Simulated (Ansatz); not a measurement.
# C₃H₄ClF: up Jacob's ladder to CCSD(T)

The task here is to estimate one member of a computed series from the others.

Method: functionals in def2-TZVPP, the program's frozen cores in correlated methods; program: Ansatz 0.2.0, Gaussian basis.

Plan: LDA (SPW92), PBE-D4, revPBE-D4, BLYP-D4, r2SCAN-D4, B97M-V, PBE0-D4, B3LYP-D4, r2SCANh-D4, r2SCAN0-D4, HSE06-D4, BHLYP-D4, CAM-B3LYP-D4, LC-ωPBE, ωB97X-V, ωB97M-V, B2PLYP, PBE-QIDH; CCSD(T)/def2-SVP; CCSD(T)/def2-TZVPP; MP2/def2-QZVPP; extrapolation to the limit; RPA on PBE.

### The geometry

The geometry comes from an earlier relaxation with PBE0-D4 in a triple-zeta def2 set; it is a stationary point, not always the lowest conformer.

SMILES `C=CC(F)Cl`, 9 atoms, charge 0, spin multiplicity 1.

Atoms are counted from 1 here; the program's logs count them from 0.

Bond lengths: C1–C2 1.323 Å, C1–H6 1.083 Å, C1–H7 1.083 Å, C2–C3 1.485 Å, C2–H8 1.085 Å, C3–F4 1.355 Å, C3–Cl5 1.791 Å, C3–H9 1.092 Å. Angles: C2–C1–H6 121.4°, C2–C1–H7 120.8°, H6–C1–H7 117.7°, C1–C2–C3 123.6°, C1–C2–H8 121.8°, C3–C2–H8 114.6°, C2–C3–F4 112.0°, C2–C3–Cl5 109.9°, C2–C3–H9 112.6°, F4–C3–Cl5 108.7°, F4–C3–H9 108.2°, Cl5–C3–H9 105.2°.

Set-up of the first run:

File in.yaml:

```yaml
crystal:
  periodic: [false, false, false]
  atoms:
    - {symbol: C, position_ang: [0.203481, 0.490855, 1.313837]}
    - {symbol: C, position_ang: [-0.484782, -0.025217, 0.309168]}
    - {symbol: C, position_ang: [0.129959, -0.455284, -0.972897]}
    - {symbol: F, position_ang: [1.471554, -0.261972, -0.983433]}
    - {symbol: Cl, position_ang: [-0.593005, 0.460345, -2.332146]}
    - {symbol: H, position_ang: [1.274817, 0.635975, 1.248861]}
    - {symbol: H, position_ang: [-0.290237, 0.785109, 2.231497]}
    - {symbol: H, position_ang: [-1.558504, -0.169995, 0.367110]}
    - {symbol: H, position_ang: [-0.064783, -1.505915, -1.199198]}
basis:
  gaussian: {orbitals: def2-TZVPP}
hamiltonian: {xc: lda}
output: {orbitals: {seedname: orbitals}}
```

Launch:

```sh
ansatz run in.yaml --threads 2 --pin off --events-out ev --progress --plain --max-ram 4352MiB
```

Steps of the session up to this table: LDA; PBE-D4 (GGA); revPBE-D4 (GGA); BLYP-D4 (GGA); r2SCAN-D4 (meta-GGA); B97M-V (meta-GGA); B3LYP-D4 (hybrid); r2SCANh-D4 (hybrid); r2SCAN0-D4 (hybrid); HSE06-D4 (hybrid); BHLYP-D4 (hybrid); CAM-B3LYP-D4 (range-separated); LC-ωPBE (range-separated); ωB97X-V (range-separated); ωB97M-V (range-separated); B2PLYP (double hybrid); PBE-QIDH (double hybrid).

One of the session's tables, all rows but one given; the rest of the session is left out.

It belongs to the step «Orbital energies across the functionals». 

| functional | HOMO (eV) | gap (eV) |
| --- | --- | --- |
| LDA (SPW92) | -7.22 | 5.28 |
| PBE-D4 | -7.03 | 5.33 |
| revPBE-D4 | -6.96 | 5.36 |
| BLYP-D4 | -6.86 | 5.30 |
| r2SCAN-D4 | -7.27 | 5.78 |
| B97M-V | ? | ? |
| PBE0-D4 | -8.20 | 7.54 |
| B3LYP-D4 | -7.96 | 7.06 |
| r2SCANh-D4 | -7.71 | 6.60 |
| r2SCAN0-D4 | -8.37 | 7.81 |
| HSE06-D4 | -7.80 | 6.75 |
| BHLYP-D4 | -9.19 | 9.67 |
| CAM-B3LYP-D4 | -9.54 | 10.04 |
| LC-ωPBE | -10.97 | 12.67 |
| ωB97X-V | -10.56 | 12.17 |
| ωB97M-V | -10.44 | 11.93 |

Q: Estimate the row for B97M-V from the others.

**Answer.** HOMO (eV): -7.27; gap (eV): 5.87.
